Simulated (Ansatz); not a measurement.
A nudged elastic band was laid between two geometries of AlH₃ (4 atoms, charge 0, multiplicity 1).

The calculation used Ansatz 0.2.0, RKS PBE-D4/def2-SVP.

```
movable images  : 7
climbing image  : yes
spring          : 5.0 eV/Å²
optimiser       : quadratic models (default)
start path      : through a guess of the saddle point
force threshold : 0.05 eV/Å
iteration limit : 60
end points      : relaxed
```

Image 0:

```xyz
4
Properties=species:S:1:pos:R:3
Al 0.392 0.000 0.227
H 0.392 0.000 1.827
H 1.779 0.000 -0.574
H -0.994 0.000 -0.574
```

Image 8:

```xyz
4
Properties=species:S:1:pos:R:3
Al 0.194 0.005 -1.078
H 0.806 -0.002 1.081
H 1.529 -0.002 0.753
H -0.960 -0.002 0.151
```

(1) Which bonds break or form, and what moves?

(2) What energy profile does the band end with?

(3) What is the geometry of the highest image?

(4) What are the harmonic wavenumbers there?

Answers

(1) Bonds broken: Al1–H2, Al1–H3. Bonds formed: H2–H3. AlH3 becomes AlH + H2.

(2) The forces met the threshold. The highest image is number 5 of 0 to 8, 2.44 eV above the first end and 1.19 eV above the last; the last end lies 1.25 eV above the first. A vibrational analysis at the climbing image gives one clearly imaginary mode, 1025i cm⁻¹: a first-order saddle point. The orbitals stay closed-shell, which can raise the energy where a bond breaks towards radicals; this wasn't checked here.

| image | path coordinate (Å) | energy (eV) | Al1–H2 (Å) | Al1–H3 (Å) | H2–H3 (Å) |
| --- | --- | --- | --- | --- | --- |
| 0 | 0.00 | 0.00 | 1.60 | 1.60 | 2.77 |
| 1 | 0.30 | 0.15 | 1.57 | 1.60 | 2.57 |
| 2 | 0.61 | 0.60 | 1.56 | 1.59 | 2.33 |
| 3 | 0.91 | 1.34 | 1.58 | 1.57 | 2.06 |
| 4 | 1.21 | 2.12 | 1.67 | 1.56 | 1.80 |
| 5 | 1.52 | 2.44 | 1.80 | 1.60 | 1.53 |
| 6 | 1.83 | 2.09 | 1.91 | 1.68 | 1.17 |
| 7 | 2.14 | 1.38 | 2.07 | 1.89 | 0.86 |
| 8 | 2.45 | 1.25 | 2.24 | 2.27 | 0.79 |

(3) 
```xyz
4
Properties=species:S:1:pos:R:3:forces:R:3
Al 0.399 0.001 -0.555 -0.01 0.00 0.00
H 0.544 -0.001 1.243 -0.01 0.00 0.00
H 1.749 0.000 0.302 0.00 0.00 0.00
H -1.124 0.000 -0.084 0.01 0.00 0.00
```

(4) 1025i, 383, 648, 1294, 1871, 1920 cm⁻¹.

Run time: 31 s on 1 thread of Arm Neoverse V1, on a shared host, peak memory 0.081 GiB.
